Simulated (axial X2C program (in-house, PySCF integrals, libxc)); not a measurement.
# Levels of PH⁺ by electron attachment to PH²⁺ (EOM-EA-CCSD)

Calculated with an axial X2C code built on PySCF integrals: two-component X2C with atomic mean-field Coulomb and Gaunt terms, Gaussian nuclei, basis P dyall-av3z, H dyall-av3z with contracted cores.

R = 1.381 Å (0.960 times 1.439 Å, the PBE0 minimum at charge 1 for the lowest determinant).

Levels of PH⁺ obtained by attaching an electron to PH²⁺:

```
  Ω  binding energy (eV)  above lowest (cm⁻¹)               attached spinor  one-particle weight
1/2               18.952                    0   81% P pπ, 10% H pπ, 8% H dπ                 0.96
3/2               18.914                  310   81% P pπ, 10% H pπ, 8% H dπ                 0.96
1/2               11.316                61592  47% P dσ, 17% P pσ, 14% H pσ                 0.93
```

Q: Take the first Ω = 1/2 and Ω = 3/2 rows of π character: how far apart are they, and which lies lower?

A: E(3/2) − E(1/2) = 310 − 0 = 310 cm⁻¹ at EOM-EA-CCSD: regular, Ω = 1/2 lower. Splittings at this level can be off by ten to twenty per cent.

This point took 4.5 s on 1 thread of Intel(R) Xeon(R) Processor @ 2.30GHz (shared host).

Reference electrons by ω block (each with its −ω partner): 1/2: 6, 3/2: 1. 4 electrons of PH²⁺ correlated (inner shells frozen), 92 natural virtual spinors (a truncated set); levels can be off by some tenths of an eV. Roots sought by Ω: (1/2: 5, 3/2: 4, 5/2: 2, 7/2: 1); the list ends where they run out and leaves out roots under 60 % one-particle weight. The solver can skip a root, and states that need a further excitation, which the method places far too high, are missing though they may lie low or lowest. T1 of the reference 0.010 (Lee–Taylor). The reference was not checked to be the lowest state of its species. Number of frozen shells: P 2 s, 1 p; H none.
